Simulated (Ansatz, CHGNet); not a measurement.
For GaS (P6₃/mmc, No. 194), the machine-learned potential CHGNet 0.3.0 (trained on PBE and PBE+U data) gives:

- lattice parameter a = 3.641 Å
- lattice parameter c = 16.315 Å

What does HSE06-D3(BJ) in Ansatz (plane waves, PAW) give for the same quantities?


- lattice constant a: 3.558 Å (decreases by 2.3 %)
- lattice parameter c: 15.238 Å (decreases by 6.6 %)

Changes are worked out from the printed values.

Unless a cell is named, each level is at its own relaxed cell (CHGNet 0.3.0 23.42, HSE06-D3(BJ) 20.88 Å³/atom).

Ansatz's density-functional and Hartree–Fock values are scalar-relativistic unless marked +SOC, with PAW data made under PBE.

Ansatz is an electronic-structure program.
